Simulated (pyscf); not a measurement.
PySCF, gas phase, ωB97X-D3(BJ)/def2-SVP geometries. MP2 and CC: frozen core, UHF for open shells. ΔMP2 is the change of the MP2 total energy from the triple- to the quadruple-zeta basis.

Problem. What is the homolytic dissociation enthalpy (298 K, CCSD(T)/def2-TZVPP + ΔMP2(QZVPP)) of the In–N bond of H₂N–In(OH)–Cl, to NH₂• + [HO–In–Cl]•?

Solution. In–N to NH₂• + [HO–In–Cl]•: 3.09 eV. The radicals are drawn with the spin at the cut bond; how far it spreads was not checked. Other isomers of [HO–In–Cl]• were not searched in full and may lie lower. The CCSD(T) − MP2 part came from Ansatz, without density fitting, on the same reference. The frozen core leaves the outer d or s,p core shells of the metals and heavy elements correlated in the MP2 and CC values, and def2-TZVPP describes them poorly, which can shift differences by a few kcal/mol. Elements past Kr carry the def2 core potentials, without spin-orbit coupling.
